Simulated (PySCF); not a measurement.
A structure optimised at PBE0-D3(BJ)/def2-SVP, used in a PySCF frequency run:

```xyz
4

Al     0.0000     0.0000     0.0000
Cl    -2.0780     0.0000     0.0000
Cl     1.0390     1.7996     0.0000
Cl     1.0390    -1.7996     0.0000
```

### Question
Write its SMILES, formula and point group.

### Answer
[Cl][Al]([Cl])[Cl], AlCl3, D3h

### Question
What are its rotational constants (standard atomic weights)?

### Answer
2.2010, 2.2010, 1.1005 GHz
